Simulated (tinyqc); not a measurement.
Inside a calculation (part 3 of 3). Method: UHF in the sto-3g basis, for HF, spin multiplicity 1. Computed by tinyqc, a small Python program that keeps every step (integrals from PySCF). Command: `OMP_NUM_THREADS=1 python tinyqc.py 20985 20986 out.jsonl` (the two numbers bound the seeds that draw the settings). One thread of a shared host (Intel(R) Xeon(R) Processor @ 2.60GHz), about 0.1 s of CPU time with the checks.

Geometry (angstrom):
```
atom         x         y         z
F     0.000000  0.000000  0.000000
H     0.000000  0.000000  0.909000
```

## Convergence

Stop when the energy changes by less than 1e-08 hartree and every element of the error matrix X^T (F D S - S D F) X (for each spin) is below 3e-05.

Course of the cycle:
```
iteration   E (hartree)     change  largest element of the error matrix
1          -97.77152459          -                             2.11e-01
2          -98.07613182  -3.05e-01                             2.11e-01
3          -98.34896619  -2.73e-01                             1.27e-01
4          -98.46617130  -1.17e-01                             8.94e-02
5          -98.54309263  -7.69e-02                             5.22e-02
6          -98.56128512  -1.82e-02                             3.06e-02
7          -98.56776643  -6.48e-03                             1.49e-02
8          -98.56931645  -1.55e-03                             7.20e-03
9          -98.56967118  -3.55e-04                             3.51e-03
10         -98.56975654  -8.54e-05                             1.67e-03
11         -98.56977591  -1.94e-05                             7.95e-04
12         -98.56978030  -4.39e-06                             3.78e-04
13         -98.56978129  -9.94e-07                             1.80e-04
14         -98.56978152  -2.25e-07                             8.58e-05
15         -98.56978157  -5.11e-08                             4.09e-05
16         -98.56978158  -1.16e-08                             1.94e-05
17         -98.56978158  -2.62e-09                             9.25e-06
```

PySCF UHF in the same basis, after a stability check = -98.56978159 hartree

Converged in 17 iterations.

## Populations, bond orders and dipole

D(alpha) after iteration 17, lower triangle:
```
            1F 1s      1F 2s     1F 2px     1F 2py    1F 2pz     2H 1s
1F 1s    1.058290
1F 2s   -0.246477   1.066059
1F 2px   0.000000  -0.000003   1.000000
1F 2py   0.000002  -0.000010   0.000000   1.000000
1F 2pz   0.038608  -0.222671  -0.000004  -0.000015  0.502877
2H 1s   -0.002457  -0.078622   0.000006   0.000020  0.379434  0.294661
```

D(beta) after iteration 17, lower triangle:
```
            1F 1s      1F 2s     1F 2px     1F 2py    1F 2pz     2H 1s
1F 1s    1.058290
1F 2s   -0.246477   1.066059
1F 2px   0.000000   0.000003   1.000000
1F 2py  -0.000002   0.000010   0.000000   1.000000
1F 2pz   0.038608  -0.222671   0.000004   0.000015  0.502877
2H 1s   -0.002457  -0.078622  -0.000006  -0.000020  0.379434  0.294661
```

overlap S, lower triangle:
```
           1F 1s     1F 2s    1F 2px    1F 2py    1F 2pz     2H 1s
1F 1s   1.000000
1F 2s   0.237990  1.000000
1F 2px  0.000000  0.000000  1.000000
1F 2py  0.000000  0.000000  0.000000  1.000000
1F 2pz  0.000000  0.000000  0.000000  0.000000  1.000000
2H 1s   0.050426  0.454260  0.000000  0.000000  0.351983  1.000000
```

Mulliken: Z minus the diagonal of D S on the atom; Loewdin: the same with S^(1/2) D S^(1/2); Mayer order: 2 sum_s sum (D(s) S)_ij (D(s) S)_ji over the two atoms.

Charges (e):
```
atom   Mulliken    Loewdin  Mulliken spin
1F    -0.215246  -0.154558              0
2H     0.215246   0.154558              0
```

Mayer bond orders:
```
pair     order
2-1   0.953669
```

dipole moment about the origin, x y z (debye): 0.000000  0.000000  1.296252

<S^2> of the determinant (pure state: 0) = 1.43e-09
